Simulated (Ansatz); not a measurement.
Compare A (`C1=NCS1`) with its isomer B (`NC1=CS1`).

Computed with Ansatz on PBE0-D4/def2-TZVP structures; ΔE is electronic, products minus reactants. CBS: MP2 limit from def2 TZ/QZ plus the TZ coupled-cluster correction, frozen cores. DFT in def2-TZVPP. B3LYP here is the variant with VWN-RPA as its local correlation; programs differ in this. Each species was taken in one conformer, which may not be the lowest.

Problem. Which is lower in electronic energy at CCSD(T)/CBS, and by how much? (Estimate.)

Solution. Ansatz gave: A, by 114.9 kJ/mol.

Problem. Give E(B) − E(A) in kJ/mol with HF/def2-TZVPP, B3LYP, ωB97M-V, B2PLYP, CCSD/def2-TZVPP, r2SCAN-D4, BLYP-D4. (An estimate is asked.)

Solution. The calculation gave: HF/def2-TZVPP 115.3, B3LYP 104.3, ωB97M-V 109.8, B2PLYP 110.5, CCSD/def2-TZVPP 120.7, r2SCAN-D4 110.1, BLYP-D4 105.4. None reverses the order clearly.

Problem. Does the order hold for the free energy at 298.15 K (harmonic terms from PBE0-D4)? (An estimate is asked.)

Solution. Ansatz gave: Yes: G(B) − G(A) = +106.7 kJ/mol, for one conformer each.

Largest T1 diagnostic: 0.014.

Leaving LDA and LC-ωPBE aside and taking each functional with its dispersion term where it has one, the values, not all of them listed here, spread over 11.7 kJ/mol, from B3LYP-D4 to ωB97X-V. LDA lies −4.3 kJ/mol from PBE without D4. From BLYP to BHLYP (50 % exact exchange), in def2-TZVPP and without D4, E(B) − E(A) moves by +4.4 kJ/mol.
